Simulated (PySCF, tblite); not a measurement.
# C₅H₁₁N: geometry, infrared bands and NMR shifts

What infrared bands and NMR shifts should C₅H₁₁N (`C/C=N/C(C)C`) show?

The runs use tblite 0.8.0 and PySCF 2.14.0, with density-fitted response routines of our own; the level of theory stands in each step. All values are computed, except where a source is named. Atoms count from 0, in the outputs and in this text.

### 1 The molecule as given

17 atoms, charge 0, multiplicity 1; geometry from: force field or distance geometry start.

Bonds of the start (Å): C0–C1 1.51, C1–N2 1.29, N2–C3 1.48, C3–C4 1.54, C3–C5 1.52, C0–H6 1.09, C0–H7 1.08, C0–H8 1.09, C1–H9 1.09, C3–H10 1.09, C4–H11 1.09, C4–H12 1.10, C4–H13 1.10, C5–H14 1.09, C5–H15 1.09, C5–H16 1.10.

### 2 Relaxing the molecule with GFN2-xTB

Job settings and geometry (Å):

```
{"job": {"kind": "relax", "xc": "GFN2-xTB", "basis": "xTB"}, "charge": 0, "multiplicity": 1}
C      2.828100    -0.335700    -0.040200
C      1.364400    -0.179700    -0.388900
N      0.482900    -0.232100     0.546400
C     -0.908800    -0.065100     0.060900
C     -1.806300    -0.925300     0.970200
C     -1.304700     1.398300     0.153000
H      2.959100    -0.475200     1.031000
H      3.229500    -1.186600    -0.577800
H      3.356500     0.562900    -0.359500
H      1.121900    -0.035300    -1.441700
H     -1.027600    -0.423400    -0.966400
H     -1.731900    -0.621900     2.014100
H     -2.858500    -0.838200     0.668100
H     -1.513400    -1.979700     0.901900
H     -2.341000     1.554600    -0.158100
H     -0.662700     2.011400    -0.477700
H     -1.194400     1.783100     1.180900
```

Run with:

```sh
OMP_NUM_THREADS=1 python probes_run.py task.json out
```

This one command runs all jobs of the session in turn.

**Question.** This job is followed by: GFN2-xTB harmonic vibrations, gas phase; GIAO PBE0/pcSseg-1 NMR shielding, non-relativistic, gas phase. Predict these results of the whole session: strongest single infrared mode (GFN2-xTB); zero-point energy (GFN2-xTB); 13C shifts against TMS (PBE0/pcSseg-1, means over atoms taken as alike); 1H shifts against TMS (PBE0/pcSseg-1, means over atoms taken as alike); 15N shifts against NH3 (PBE0/pcSseg-1).

The runs gave:

| quantity | value |
| --- | --- |
| strongest single infrared mode (GFN2-xTB) | 2782 cm⁻¹, 240 km/mol |
| zero-point energy (GFN2-xTB) | 94.0 kcal/mol |
| 13C shifts against TMS (PBE0/pcSseg-1, means over atoms taken as alike) | 158.9, 65.9, 27.3, 26.7 ppm |
| 1H shifts against TMS (PBE0/pcSseg-1, means over atoms taken as alike) | 7.94, 3.15, 2.01, 1.19 ppm |
| 15N shifts against NH3 (PBE0/pcSseg-1) | 395.7 ppm |

**Reading.** The optimisation took 79 steps and gained 0.162 eV; among the close pairs (by a distance rule), N2–C3 changed most, from 1.483 to 1.436 Å. No mode is imaginary among the 45: a minimum at this level. The strongest single mode, at 2782 cm⁻¹, moves mainly H9. Unscaled tight-binding wavenumbers are off by several per cent, some by more. Its intensities can rank the bands wrongly. At PBE0/pcSseg-1: Shielding is most anisotropic at N2 (span 617 ppm, paramagnetic term -459 ppm).
